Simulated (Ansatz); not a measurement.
Start from BAs in the zinc blende structure (space group F-43m, No. 216; a = 4.8093 Å).

All numbers come from PBE (Ansatz, a program for electronic structure; PAW; 420 eV plane waves; no spin-orbit coupling).

Now apply this change: N takes the place of As on all its sites; the structure is relaxed again.

Measured lattice parameter a: BAs 4.777 Å (room temperature; as listed in M J Lucero, T M Henderson, G E Scuseria, Journal of Physics Condensed Matter (2012)); BN 3.593 Å (static lattice; corrected from measurement; as listed in Tamar Goldzak et al., The Journal of Chemical Physics (2022)).

Q: How well does PBE reproduce the measured shift?

A: With PBE the lattice parameter a moves by -1.185 Å (4.809 → 3.625) against -1.184 Å measured. The two measured values stand on different bases (one corrected, one not), which blurs small differences.

Stability against distortions was not tested.
